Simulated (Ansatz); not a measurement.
# C₄H₄F₂, SMILES FC1=CCC1F: harmonic frequencies at the relaxed geometry

With Ansatz 0.2.0, Python API.

The script reads `c4h4f2.xyz`:
```text
10

F     2.33370    0.25860   -0.84820
C     1.05560    0.05540   -0.36610
C     0.50220   -0.97540    0.30090
C    -0.75630   -0.33440    0.42070
C    -0.25140    0.82360   -0.41690
F    -0.31640    2.05890    0.20480
H     0.97350   -1.91210    0.67920
H    -1.11230   -0.05470    1.42910
H    -1.64820   -0.86260   -0.02260
H    -0.69730    0.89160   -1.37790
```

Notebook, run cell by cell (the value of a cell's last expression is shown):

In [1]:
```python
import itertools

import ansatz as az
from ase import Atoms
from ase.data import atomic_numbers, covalent_radii
from ase.thermochemistry import IdealGasThermo
import numpy as np

BASIS_SET = "def2-SVP"
FUNCTIONAL = "hf"
```

In [2]:
```python
molecule = az.Crystal.molecule_from_extxyz("c4h4f2.xyz")

calc = molecule.calculation().basis(gaussian=BASIS_SET).functional(FUNCTIONAL)
symbols = [site.symbol for site in molecule.cartesian_sites]
start = np.array([site.position_ang for site in molecule.cartesian_sites], dtype=float)
data = calc.relax(force_tolerance=0.003).run(threads=1).report
end = np.array(data["positions_ang"])
```

In [3]:
```python
# pairs closer than 1.2 times the sum of covalent radii, before or after
radius = [covalent_radii[atomic_numbers[s]] for s in symbols]
span = lambda where, i, j: np.linalg.norm(where[i] - where[j])
bonded = [(i, j) for i, j in itertools.combinations(range(len(symbols)), 2) if min(span(start, i, j), span(end, i, j)) < 1.2 * (radius[i] + radius[j])]
print("pair        before    after (A)")
for i, j in bonded:
    print(f"{symbols[i]}{i}-{symbols[j]}{j}".ljust(10), f"{span(start, i, j):8.4f} {span(end, i, j):8.4f}")
for first, second in list(itertools.combinations(bonded, 2)):
    shared = set(first) & set(second)
    if shared and symbols[(j := shared.pop())] != "H":
        i, k = sorted((set(first) | set(second)) - {j})
        u, v = end[i] - end[j], end[k] - end[j]
        angle = np.degrees(np.arccos(np.clip(u @ v / np.linalg.norm(u) / np.linalg.norm(v), -1, 1)))
        print(f"final angle {symbols[i]}{i}-{symbols[j]}{j}-{symbols[k]}{k}: {angle:.2f} deg")

# frequencies need a stationary point, so they are taken at the relaxed geometry
minimum = az.Crystal.molecule()
for symbol, place in zip(symbols, end):
    minimum = minimum.atom(symbol, place.tolist())
vibrating = (
    minimum.calculation()
    .basis(gaussian=BASIS_SET)
    .functional(FUNCTIONAL)
    .phonons(temperatures=(200, 600, 100))
)
vib = vibrating.run(threads=1).report["vibrations"]
sums = vib["harmonic_sums"]
modes = [m["omega_inv_cm"] for m in sums["modes_at_gamma"] if m["rigid_motion"] == "no"]
print("frequencies (1/cm):", " ".join(f"{w:.0f}" for w in modes))
print("imaginary modes:", sum(w < 0 for w in modes), " zero-point energy:", round(sums["zero_point_energy_ev"], 4), "eV")
# rigid rotor and ideal gas, symmetry number taken as one
gas = IdealGasThermo(vib_energies=[w / 8065.544 for w in modes if w > 0], geometry="linear" if len(modes) == 3 * len(symbols) - 5 else "nonlinear",
                     atoms=Atoms(symbols, positions=end), symmetrynumber=1, spin=0.0)
print(f"H(298 K) - E = {gas.get_enthalpy(298.15, verbose=False):.4f} eV")
print(f"S(298 K, 1 bar) = {96485.33 * gas.get_entropy(298.15, 1e5, verbose=False):.1f} J/(mol K) with symmetry number 1")
```
```text
pair        before    after (A)
F0-C1        1.3810   1.3034
C1-C2        1.3467   1.3181
C1-C4        1.5169   1.4932
C2-C3        1.4174   1.5215
C2-H6        1.1147   1.0799
C3-C4        1.5157   1.5494
C3-H7        1.1054   1.0898
C3-H8        1.1274   1.0914
C4-F5        1.3845   1.3532
C4-H9        1.0616   1.0898
final angle F0-C1-C2: 134.19 deg
final angle F0-C1-C4: 129.40 deg
final angle C2-C1-C4: 96.31 deg
final angle C1-C2-C3: 92.42 deg
final angle C1-C2-H6: 134.34 deg
final angle C1-C4-C3: 84.93 deg
final angle C1-C4-F5: 116.35 deg
final angle C1-C4-H9: 115.63 deg
final angle C3-C2-H6: 133.22 deg
final angle C2-C3-C4: 86.15 deg
final angle C2-C3-H7: 115.37 deg
final angle C2-C3-H8: 116.55 deg
final angle C4-C3-H7: 112.02 deg
final angle C4-C3-H8: 115.54 deg
final angle C3-C4-F5: 115.42 deg
final angle C3-C4-H9: 115.26 deg
final angle H7-C3-H8: 109.61 deg
final angle F5-C4-H9: 108.09 deg
frequencies (1/cm): 211 258 402 508 697 737 902 964 1004 1029 1139 1201 1267 1313 1346 1369 1461 1546 1602 1913 3212 3262 3279 3403
imaginary modes: 0  zero-point energy: 2.1093 eV
H(298 K) - E = 2.2669 eV
S(298 K, 1 bar) = 302.4 J/(mol K) with symmetry number 1
```

Notes:
- The frequencies are harmonic and unscaled, in a modest basis.
- The entropy takes a symmetry number of 1; a symmetric molecule's is lower by R ln(sigma).
- Hardware and time: 110 s on 1 thread of Arm Neoverse V2, with other jobs on the host, peak memory 0.33 GiB.
